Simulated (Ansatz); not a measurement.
[GeH3···H···GeH3], doublet: the ladder up to UCCSDT(Q)

Geometry: a point of a hydrogen-transfer path between rigid fragments, not a stationary point.

```xyz
9

Ge   -1.9305    0.0000    0.0000
H    -2.4420    1.4466    0.0000
H    -2.4420   -0.7233    1.2528
H    -2.4420   -0.7233   -1.2528
H    -0.3962    0.0000    0.0000
Ge    1.9375    0.0000    0.0000
H     2.4062   -1.4659    0.0000
H     2.4062    0.7330   -1.2695
H     2.4062    0.7330    1.2695
```

Basis cc-pVDZ; Ansatz 0.2.0. Correlated methods freeze the noble-gas cores and the filled d shells of p-block atoms, which leaves 15 electrons in 61 orbitals. R marks a restricted (for open shells ROHF) determinant, U an unrestricted one. Active spaces: pair = (3e, 3o) about the gap; frontier = (9e, 9o) about the gap. No spin–orbit coupling is included, and no scalar relativity.

Full CI isn't at hand for all of this; UCCSDT(Q) serves as the reference, and is uncertain by about the last step of the cluster series. The frozen core follows each run's orbitals, which can shift R against U totals by a few meV for light atoms and by up to 0.1 eV past Ca.

The UHF ⟨S²⟩ is 0.758 and the T1 diagnostic (RCCSD) is 0.0141. The largest doubles amplitude (RCCSD) is 0.027 and the T1 diagnostic (UCCSD) is 0.0110.

| level | E − E(UCCSDT(Q)) (kJ/mol) | share of correlation (%) | wall time |
| --- | --- | --- | --- |
| UHF | 710.5 | 0.83 | – |
| UMP2 | 161.4 | 77.47 | – |
| UCCSD | 16.8 | 97.66 | – |
| UCCSD(T) | 3.5 | 99.51 | 21 s |
| UCCSDT | 0.4 | 99.95 | – |

The correlation energy at UCCSDT(Q), counted from RHF, is -7.425 eV. That run took 9.5 s on 2 threads of AMD EPYC 7R13 with a shared H100 80 GB, shared host.

Run but not shown, since their state or frozen core can't be matched to the reference's or they repeat it: RHF, RMP2, CISD, RCCSD, RCCSD(T), BCCD(T), RCCSDT, RCCSDT(Q), CASSCF (pair space), NEVPT2 (pair space), MRCISD (pair space), MRCISD+Q (pair space), CASSCF (frontier space), NEVPT2 (frontier space), MRCISD (frontier space), MRCISD+Q (frontier space).

Times hold each run's SCF and search for its determinant on a shared host, so for small cases they say little of a method's own cost; they ran on 1 thread of AMD EPYC 7R13.
